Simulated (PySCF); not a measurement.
# A gas-phase reaction: H5NSi + H2S → H4SSi + H3N

What reaction energy should one expect for `N[SiH3]` + `S` → `[SiH3]S` + `N`?

Programs: PySCF 2.14.0. All values are calculated, for the isolated system unless a continuum is named. Atoms count from 0, parts from 1.

### 1 The system as given

Each species was relaxed by itself at PBE0-D3(BJ)/def2-SVPD.

### 2 Energies of the species: wB97M-D3(BJ)/def2-TZVPD

What the job is given:

```
{"job": {"kind": "react", "xc": "wB97M-D3(BJ)", "basis": "def2-TZVPD"}, "charge": 0, "multiplicity": 1}
-1 H5NSi charge 0 multiplicity 1
N     -0.734860    -0.504100    -0.602960
Si     0.504660     0.246510     0.358380
H     -1.041800    -0.074960    -1.465760
H     -1.493580    -1.003600    -0.158450
H      0.091450     1.486740     1.094690
H      1.624780     0.616880    -0.555090
H      0.957240    -0.750100     1.372350

-1 H2S charge 0 multiplicity 1
S     -0.004320     0.615450     0.003610
H     -0.982390    -0.314990    -0.005690
H      0.967370    -0.321690    -0.001990

+1 H4SSi charge 0 multiplicity 1
Si    -0.527310     0.006020    -0.035530
S      1.487390    -0.702620    -0.338780
H     -0.689180     1.402440    -0.533030
H     -0.908040    -0.051320     1.405100
H     -1.377980    -0.923470    -0.828720
H      2.067570     0.242480     0.434820

+1 H3N charge 0 multiplicity 1
N      0.004100    -0.000880     0.284500
H     -0.497990    -0.798920    -0.093540
H     -0.439390     0.834260    -0.086630
H      0.945680    -0.033050    -0.095350
```

With the program's defaults for keys left out, this is: wB97M-D3(BJ)/def2-TZVPD reaction energy of separated species, gas phase.

Run with:

```bash
OMP_NUM_THREADS=1 python cluster_run.py task.json out
```

One launch serves the whole session: the jobs run in the order shown.

Output:

```text
species 1 (H5NSi)
coarse grid: 23896 points
cycle   1  E = -347.3222075415  dE = -1.520e-01  |g| = 3.380e-01  |ddm| = 1.758e+00
cycle   2  E = -347.3299920086  dE = -7.784e-03  |g| = 3.132e-01  |ddm| = 3.532e-01
cycle   3  E = -347.3487539542  dE = -1.876e-02  |g| = 2.741e-02  |ddm| = 1.535e-01
cycle   4  E = -347.3489902940  dE = -2.363e-04  |g| = 7.953e-03  |ddm| = 3.492e-02
cycle   5  E = -347.3490091666  dE = -1.887e-05  |g| = 1.393e-03  |ddm| = 1.250e-02
cycle   6  E = -347.3490102387  dE = -1.072e-06  |g| = 3.506e-04  |ddm| = 3.795e-03
final grid: 49784 points
cycle   7  E = -347.3489841081  dE = -9.066e-08  |g| = 1.623e-04  |ddm| = 1.818e-03
cycle   8  E = -347.3489841181  dE = -9.933e-09  |g| = 1.362e-04  |ddm| = 3.708e-04
cycle   9  E = -347.3489841220  dE = -3.963e-09  |g| = 2.811e-05  |ddm| = 8.252e-05
cycle  10  E = -347.3489841227  dE = -6.705e-10  |g| = 9.150e-06  |ddm| = 9.308e-05
converged SCF energy = -347.3489841227

species 2 (H2S)
coarse grid: 11264 points
cycle   1  E = -399.4336012859  dE = -1.424e-01  |g| = 1.945e-01  |ddm| = 1.016e+00
cycle   2  E = -399.4459453251  dE = -1.234e-02  |g| = 1.106e-01  |ddm| = 2.399e-01
cycle   3  E = -399.4491446989  dE = -3.199e-03  |g| = 1.578e-02  |ddm| = 9.278e-02
cycle   4  E = -399.4492190409  dE = -7.434e-05  |g| = 4.851e-03  |ddm| = 1.790e-02
cycle   5  E = -399.4492312782  dE = -1.224e-05  |g| = 9.336e-04  |ddm| = 7.536e-03
cycle   6  E = -399.4492320094  dE = -7.312e-07  |g| = 1.776e-04  |ddm| = 2.124e-03
final grid: 22496 points
cycle   7  E = -399.4492196228  dE = -2.322e-08  |g| = 1.134e-04  |ddm| = 6.065e-04
cycle   8  E = -399.4492196258  dE = -2.974e-09  |g| = 6.804e-05  |ddm| = 1.499e-04
cycle   9  E = -399.4492196265  dE = -7.688e-10  |g| = 8.731e-06  |ddm| = 5.990e-05
converged SCF energy = -399.4492196265

species 3 (H4SSi)
coarse grid: 22616 points
cycle   1  E = -690.1873512904  dE = -1.715e-01  |g| = 2.535e-01  |ddm| = 1.718e+00
cycle   2  E = -690.2033074357  dE = -1.596e-02  |g| = 1.667e-01  |ddm| = 3.839e-01
cycle   3  E = -690.2102659323  dE = -6.958e-03  |g| = 2.003e-02  |ddm| = 1.601e-01
cycle   4  E = -690.2103972575  dE = -1.313e-04  |g| = 5.827e-03  |ddm| = 2.789e-02
cycle   5  E = -690.2104152678  dE = -1.801e-05  |g| = 1.302e-03  |ddm| = 1.053e-02
cycle   6  E = -690.2104163732  dE = -1.105e-06  |g| = 3.508e-04  |ddm| = 2.829e-03
final grid: 45160 points
cycle   7  E = -690.2104219885  dE = -9.114e-08  |g| = 2.254e-04  |ddm| = 1.626e-03
cycle   8  E = -690.2104220026  dE = -1.411e-08  |g| = 1.484e-04  |ddm| = 4.132e-04
cycle   9  E = -690.2104220071  dE = -4.507e-09  |g| = 2.156e-05  |ddm| = 1.424e-04
cycle  10  E = -690.2104220076  dE = -5.502e-10  |g| = 6.358e-06  |ddm| = 6.354e-05
converged SCF energy = -690.2104220076

species 4 (H3N)
coarse grid: 12536 points
cycle   1  E = -56.5694043809  dE = -1.294e-01  |g| = 3.024e-01  |ddm| = 1.089e+00
cycle   2  E = -56.5779587549  dE = -8.554e-03  |g| = 2.716e-01  |ddm| = 2.677e-01
cycle   3  E = -56.5918813026  dE = -1.392e-02  |g| = 2.125e-02  |ddm| = 1.115e-01
cycle   4  E = -56.5919869411  dE = -1.056e-04  |g| = 5.195e-03  |ddm| = 1.730e-02
cycle   5  E = -56.5919980821  dE = -1.114e-05  |g| = 7.323e-04  |ddm| = 8.725e-03
cycle   6  E = -56.5919984973  dE = -4.153e-07  |g| = 1.111e-04  |ddm| = 3.178e-03
final grid: 27112 points
cycle   7  E = -56.5919832732  dE = -1.501e-08  |g| = 6.531e-05  |ddm| = 6.016e-04
cycle   8  E = -56.5919832751  dE = -1.886e-09  |g| = 5.366e-05  |ddm| = 1.893e-04
cycle   9  E = -56.5919832758  dE = -6.762e-10  |g| = 1.174e-05  |ddm| = 4.314e-05
converged SCF energy = -56.5919832758

Reaction energy = -2.691 kcal/mol
```

It took 14 s on 1 thread of Arm Neoverse N1, shared host; peak memory 0.48 GiB.

Species by species (with the dispersion term, which the log's SCF energies lack):

| ν | species | energy (Eh) | HOMO (eV) |
| --- | --- | --- | --- |
| -1 | N[SiH3] | -347.35421 | -9.84 |
| -1 | S | -399.45056 | -9.89 |
| +1 | [SiH3]S | -690.21548 | -9.79 |
| +1 | N | -56.59357 | -10.26 |

### 3 Reaction energy: PBE0-D3(BJ)/def2-TZVPD

The job, as its differences from that of step 2:

```diff
@@ -1,2 +1,2 @@
-{"job": {"kind": "react", "xc": "wB97M-D3(BJ)", "basis": "def2-TZVPD"}, "charge": 0, "multiplicity": 1}
+{"job": {"kind": "react", "xc": "PBE0", "basis": "def2-TZVPD", "disp": "d3bj"}, "charge": 0, "multiplicity": 1}
 -1 H5NSi charge 0 multiplicity 1
```

Method: PBE0-D3(BJ)/def2-TZVPD reaction energy of separated species, gas phase.

Output:

```text
species 1 (H5NSi)
coarse grid: 5792 points
cycle   1  E = -347.0792322662  dE = -1.234e-01  |g| = 4.003e-01  |ddm| = 1.781e+00
cycle   2  E = -347.0428818726  dE =  3.635e-02  |g| = 5.697e-01  |ddm| = 5.011e-01
cycle   3  E = -347.1122431923  dE = -6.936e-02  |g| = 3.317e-02  |ddm| = 3.057e-01
cycle   4  E = -347.1124973320  dE = -2.541e-04  |g| = 5.333e-03  |ddm| = 2.672e-02
cycle   5  E = -347.1125030045  dE = -5.673e-06  |g| = 8.146e-04  |ddm| = 5.409e-03
final grid: 49784 points
cycle   6  E = -347.1077534188  dE = -1.193e-05  |g| = 5.410e-03  |ddm| = 2.476e-02
cycle   7  E = -347.1077469132  dE =  6.506e-06  |g| = 7.774e-03  |ddm| = 6.437e-03
cycle   8  E = -347.1077591113  dE = -1.220e-05  |g| = 3.032e-04  |ddm| = 3.901e-03
cycle   9  E = -347.1077591299  dE = -1.865e-08  |g| = 6.028e-05  |ddm| = 2.609e-04
cycle  10  E = -347.1077591308  dE = -8.457e-10  |g| = 1.413e-05  |ddm| = 6.341e-05
converged SCF energy = -347.1077591308

species 2 (H2S)
coarse grid: 2864 points
cycle   1  E = -399.2518633168  dE = -9.250e-02  |g| = 1.630e-01  |ddm| = 1.023e+00
cycle   2  E = -399.2538575059  dE = -1.994e-03  |g| = 1.600e-01  |ddm| = 2.978e-01
cycle   3  E = -399.2614717791  dE = -7.614e-03  |g| = 1.497e-02  |ddm| = 1.477e-01
cycle   4  E = -399.2614863912  dE = -1.461e-05  |g| = 1.103e-03  |ddm| = 5.881e-03
cycle   5  E = -399.2614867715  dE = -3.804e-07  |g| = 6.136e-04  |ddm| = 1.717e-03
final grid: 22496 points
cycle   6  E = -399.2625174911  dE = -7.085e-06  |g| = 4.896e-03  |ddm| = 1.692e-02
cycle   7  E = -399.2625181239  dE = -6.327e-07  |g| = 3.960e-03  |ddm| = 6.698e-03
cycle   8  E = -399.2625210562  dE = -2.932e-06  |g| = 2.911e-04  |ddm| = 3.504e-03
cycle   9  E = -399.2625210840  dE = -2.777e-08  |g| = 3.582e-05  |ddm| = 2.357e-04
cycle  10  E = -399.2625210844  dE = -3.608e-10  |g| = 6.382e-06  |ddm| = 2.919e-05
converged SCF energy = -399.2625210844

species 3 (H4SSi)
coarse grid: 5728 points
cycle   1  E = -689.8493158421  dE = -1.327e-01  |g| = 2.061e-01  |ddm| = 1.655e+00
cycle   2  E = -689.8491831387  dE =  1.327e-04  |g| = 2.074e-01  |ddm| = 3.942e-01
cycle   3  E = -689.8613862480  dE = -1.220e-02  |g| = 2.622e-02  |ddm| = 2.081e-01
cycle   4  E = -689.8615116613  dE = -1.254e-04  |g| = 3.952e-03  |ddm| = 1.919e-02
cycle   5  E = -689.8615149123  dE = -3.251e-06  |g| = 2.284e-03  |ddm| = 5.619e-03
final grid: 45160 points
cycle   6  E = -689.8622864656  dE = -9.261e-06  |g| = 5.228e-03  |ddm| = 2.249e-02
cycle   7  E = -689.8622865517  dE = -8.614e-08  |g| = 4.591e-03  |ddm| = 8.058e-03
cycle   8  E = -689.8622913590  dE = -4.807e-06  |g| = 3.798e-04  |ddm| = 4.276e-03
cycle   9  E = -689.8622914070  dE = -4.807e-08  |g| = 6.928e-05  |ddm| = 3.291e-04
cycle  10  E = -689.8622914085  dE = -1.417e-09  |g| = 1.491e-05  |ddm| = 6.313e-05
cycle  11  E = -689.8622914085  dE = -6.719e-11  |g| = 4.948e-06  |ddm| = 1.564e-05
converged SCF energy = -689.8622914085

species 4 (H3N)
coarse grid: 2928 points
cycle   1  E = -56.4891511710  dE = -9.640e-02  |g| = 3.706e-01  |ddm| = 1.102e+00
cycle   2  E = -56.4627257321  dE =  2.643e-02  |g| = 5.179e-01  |ddm| = 4.446e-01
cycle   3  E = -56.5198233853  dE = -5.710e-02  |g| = 1.578e-02  |ddm| = 2.492e-01
cycle   4  E = -56.5198720604  dE = -4.868e-05  |g| = 3.352e-03  |ddm| = 8.673e-03
cycle   5  E = -56.5198742302  dE = -2.170e-06  |g| = 3.227e-04  |ddm| = 2.233e-03
final grid: 27112 points
cycle   6  E = -56.5150238763  dE = -1.186e-05  |g| = 5.557e-03  |ddm| = 1.627e-02
cycle   7  E = -56.5150185039  dE =  5.372e-06  |g| = 7.609e-03  |ddm| = 6.152e-03
cycle   8  E = -56.5150300362  dE = -1.153e-05  |g| = 1.255e-04  |ddm| = 3.420e-03
cycle   9  E = -56.5150300397  dE = -3.502e-09  |g| = 3.246e-05  |ddm| = 1.075e-04
cycle  10  E = -56.5150300399  dE = -2.715e-10  |g| = 3.592e-06  |ddm| = 2.303e-05
converged SCF energy = -56.5150300399

Reaction energy = -4.688 kcal/mol
```

Run time: 6.9 s. Hardware: 1 thread of Arm Neoverse N1, shared host; peak memory 0.47 GiB.

Reaction energy at this level: -4.69 kcal/mol.

### 4 Reaction energy: MP2/def2-TZVPD

The job, as its differences from that of step 3:

```diff
@@ -1,2 +1,2 @@
-{"job": {"kind": "react", "xc": "PBE0", "basis": "def2-TZVPD", "disp": "d3bj"}, "charge": 0, "multiplicity": 1}
+{"job": {"kind": "react", "xc": "MP2", "basis": "def2-TZVPD"}, "charge": 0, "multiplicity": 1}
 -1 H5NSi charge 0 multiplicity 1
```

With the program's defaults for keys left out, this is: MP2/def2-TZVPD reaction energy of separated species, gas phase.

Output:

```text
species 1 (H5NSi)
final grid: 49784 points
cycle   1  E = -346.3197954069  dE = -2.071e-01  |g| = 2.836e-01  |ddm| = 1.717e+00
cycle   2  E = -346.3451066616  dE = -2.531e-02  |g| = 9.843e-02  |ddm| = 2.614e-01
cycle   3  E = -346.3477017448  dE = -2.595e-03  |g| = 4.143e-02  |ddm| = 8.896e-02
cycle   4  E = -346.3482015600  dE = -4.998e-04  |g| = 6.332e-03  |ddm| = 4.117e-02
cycle   5  E = -346.3482190064  dE = -1.745e-05  |g| = 1.389e-03  |ddm| = 1.139e-02
cycle   6  E = -346.3482203029  dE = -1.296e-06  |g| = 3.800e-04  |ddm| = 3.604e-03
cycle   7  E = -346.3482204144  dE = -1.115e-07  |g| = 9.370e-05  |ddm| = 1.015e-03
cycle   8  E = -346.3482204221  dE = -7.641e-09  |g| = 2.203e-05  |ddm| = 2.860e-04
cycle   9  E = -346.3482204225  dE = -4.268e-10  |g| = 4.984e-06  |ddm| = 6.000e-05
converged SCF energy = -346.3482204225

species 2 (H2S)
final grid: 22496 points
cycle   1  E = -398.6881059681  dE = -1.695e-01  |g| = 2.014e-01  |ddm| = 9.977e-01
cycle   2  E = -398.7050960565  dE = -1.699e-02  |g| = 7.023e-02  |ddm| = 1.849e-01
cycle   3  E = -398.7068536209  dE = -1.758e-03  |g| = 2.154e-02  |ddm| = 5.635e-02
cycle   4  E = -398.7071964259  dE = -3.428e-04  |g| = 6.311e-03  |ddm| = 2.471e-02
cycle   5  E = -398.7072258401  dE = -2.941e-05  |g| = 1.395e-03  |ddm| = 9.171e-03
cycle   6  E = -398.7072273217  dE = -1.482e-06  |g| = 3.129e-04  |ddm| = 2.398e-03
cycle   7  E = -398.7072274074  dE = -8.569e-08  |g| = 5.002e-05  |ddm| = 6.832e-04
cycle   8  E = -398.7072274096  dE = -2.252e-09  |g| = 1.186e-05  |ddm| = 9.128e-05
cycle   9  E = -398.7072274098  dE = -1.243e-10  |g| = 1.950e-06  |ddm| = 2.073e-05
converged SCF energy = -398.7072274098

species 3 (H4SSi)
final grid: 45160 points
cycle   1  E = -688.8015677149  dE = -2.206e-01  |g| = 2.796e-01  |ddm| = 1.659e+00
cycle   2  E = -688.8334491165  dE = -3.188e-02  |g| = 1.045e-01  |ddm| = 3.039e-01
cycle   3  E = -688.8372094589  dE = -3.760e-03  |g| = 3.174e-02  |ddm| = 1.216e-01
cycle   4  E = -688.8377996733  dE = -5.902e-04  |g| = 7.147e-03  |ddm| = 4.177e-02
cycle   5  E = -688.8378355356  dE = -3.586e-05  |g| = 2.020e-03  |ddm| = 1.201e-02
cycle   6  E = -688.8378392642  dE = -3.729e-06  |g| = 5.477e-04  |ddm| = 4.133e-03
cycle   7  E = -688.8378395269  dE = -2.627e-07  |g| = 8.878e-05  |ddm| = 1.176e-03
cycle   8  E = -688.8378395335  dE = -6.584e-09  |g| = 2.288e-05  |ddm| = 2.489e-04
cycle   9  E = -688.8378395339  dE = -3.979e-10  |g| = 5.453e-06  |ddm| = 5.520e-05
converged SCF energy = -688.8378395339

species 4 (H3N)
final grid: 27112 points
cycle   1  E = -56.2058927442  dE = -1.621e-01  |g| = 2.298e-01  |ddm| = 1.073e+00
cycle   2  E = -56.2178834579  dE = -1.199e-02  |g| = 7.796e-02  |ddm| = 1.404e-01
cycle   3  E = -56.2190887314  dE = -1.205e-03  |g| = 2.444e-02  |ddm| = 4.021e-02
cycle   4  E = -56.2192480596  dE = -1.593e-04  |g| = 5.226e-03  |ddm| = 1.749e-02
cycle   5  E = -56.2192621929  dE = -1.413e-05  |g| = 1.112e-03  |ddm| = 7.204e-03
cycle   6  E = -56.2192634126  dE = -1.220e-06  |g| = 2.935e-04  |ddm| = 3.286e-03
cycle   7  E = -56.2192635073  dE = -9.468e-08  |g| = 4.961e-05  |ddm| = 9.838e-04
cycle   8  E = -56.2192635094  dE = -2.081e-09  |g| = 4.563e-06  |ddm| = 1.082e-04
cycle   9  E = -56.2192635094  dE = -1.356e-11  |g| = 5.840e-07  |ddm| = 2.273e-05
converged SCF energy = -56.2192635094

Reaction energy = -3.110 kcal/mol
```

Run time: 2.8 s. Hardware: 1 thread of Arm Neoverse N1, shared host; peak memory 0.31 GiB.

Reaction energy at this level: -3.11 kcal/mol.

### 5 Side by side

Energies in kcal/mol, with wall time:

| run | reaction | time |
| --- | --- | --- |
| wB97M-D3(BJ)/def2-TZVPD | -2.69 | 14 s |
| PBE0-D3(BJ)/def2-TZVPD | -4.69 | 6.9 s |
| MP2/def2-TZVPD | -3.11 | 2.8 s |

### 6 Results

| quantity | value |
| --- | --- |
| reaction energy (wB97M-D3(BJ)/def2-TZVPD) | -2.69 kcal/mol |
| ΔH, ΔG at 298 K (xTB thermal terms) | -0.3, -0.4 kcal/mol |
| range of the reaction energy over the runs of this table | -4.69 to -2.69 kcal/mol |

**Reading.** The reaction is exothermic by 0.3 kcal/mol in the gas phase; dispersion gives -0.05, and xTB itself gave 1.93 for the electronic energy (xTB energies and thermal terms come from the earlier relaxation of each species, not shown). No barrier was sought. The reaction energy runs from -4.69 (PBE0-D3(BJ)/def2-TZVPD) to -2.69 kcal/mol (wB97M-D3(BJ)/def2-TZVPD).
